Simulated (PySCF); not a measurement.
Saddle point of BH$_{5}$S, closed shell (BH₃S ([BH2][SH]) + H₂ → BH₃ + H₂S (still joined by a long B–S bond); bonds formed: B1–H6, S2–H5; bonds broken: H5–H6; bonds weakened to dative contacts: B1–S2), PBE0-D4/def2-TZVP structure:

| atom | x (Å) | y (Å) | z (Å) |
| --- | --- | --- | --- |
| B1 | -0.1787 | -0.6083 | -0.2191 |
| S2 | 0.9765 | 1.0813 | -0.1995 |
| H3 | -1.2030 | -0.3807 | -0.7820 |
| H4 | 0.5834 | -1.4651 | -0.5481 |
| H5 | 0.2575 | 0.1721 | 0.8577 |
| H6 | -0.4126 | -0.7745 | 1.0146 |
| H7 | -0.0232 | 1.9750 | -0.1237 |

Energies are electronic, without zero-point energy. Barriers and step energies count from the start structure reached by relaxing down the imaginary mode; all methods use the PBE0-D4 structures, on which another method's saddle can fall below an end. PySCF 2.14 with density fitting (its default auxiliary sets; JK sets also for MP2 and CCSD(T)); basis: def2-TZVPP, with def2-QZVPP for the basis limit; cores frozen in the correlated methods. B3LYP uses VWN-RPA correlation. Extrapolation: Hartree–Fock as exp(−7.88 √X), correlation as X^−2.97.

| method | barrier (eV) | step energy (eV) |
| --- | --- | --- |
| SPW92 | 0.280 | -0.207 |
| PBE-D4 | 0.697 | 0.106 |
| r2SCAN-D4 | ? | 0.166 |
| PBE0-D4 | 0.791 | 0.097 |
| B3LYP-D4 | 1.044 | 0.255 |
| BHLYP-D4 | ? | 0.258 |
| wB97M-V | 1.015 | 0.210 |
| HF | ? | 0.509 |
| MP2 | 1.044 | 0.262 |
| CCSD | 1.174 | 0.270 |
| CCSD(T) | 1.097 | 0.261 |

Question: Fill in the withheld barriers. (Judge from chemistry; the value comes from the calculation.)

Answer: The calculation gives: HF 1.722; BHLYP-D4 1.188; r2SCAN-D4 0.823 eV. Each is the energy of the saddle less that of the start structure, by the same method.

For comparison, the barrier by CCSD(T) at an estimated basis limit (MP2 extrapolated from triple and quadruple zeta, plus CCSD(T) − MP2 in triple zeta) is 1.063 eV.

The T1 diagnostic stays at or below 0.015.

Labels in which every atom is bracketed show which atoms are joined, not bond orders.

For scale, one of the runs: CCSD(T)/def2-TZVPP, 143 basis functions, launched by `OMP_NUM_THREADS=4 python run.py`. Hardware: 4 CPU threads of an Intel Xeon 6975P-C, shared host. Wall time 27 s; peak host memory 0.7 GiB.
